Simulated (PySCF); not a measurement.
# Spin states of Na₂

Unrestricted PBE0; PySCF, no relativity, basis sets Na def2-TZVP. Outer shells of the fragments: Na 3s1; Na 3s1.

Followed along the bond (rough minima from three points):

| 2Ms+1 | unpaired | ⟨S²⟩ at the start | R at minimum (Å) | Te (eV) |
| --- | --- | --- | --- | --- |
| 1 | none | 0.00 | 3.10 | 0.00 |
| 3 | σ ↑, π ↑ | 2.00 | 3.12 | 1.61 |
| 3 | σ ↑↑ | 2.00 | none in the scan | ≤ 0.82 |

Solutions found at the starting distance of 3.150 Å, counted from the lowest of them; the search is not exhaustive and high or unbound solutions are not listed, so other states can lie among these:

```tsv
2Ms+1	unpaired	term	E (eV)	⟨S²⟩	⟨Lz²⟩
1	none	¹Σ⁺	0.00	0.00	0.00
3	σ ↑↑	³Σ⁺	0.93	2.00	0.00
3	σ ↑, π ↑	³Π	1.61	2.00	1.00
1	σ ↑, π ↓	mixed	1.97	1.00	1.00
```

A term symbol is given only where ⟨S²⟩ and ⟨Lz²⟩ are close to those of a pure state; the other rows mix spins, or terms through real π, δ and φ orbitals, and g/u labels are left off.

Counting both spins, an empty level lies below a filled one in some of these solutions, because spin and occupation are held.
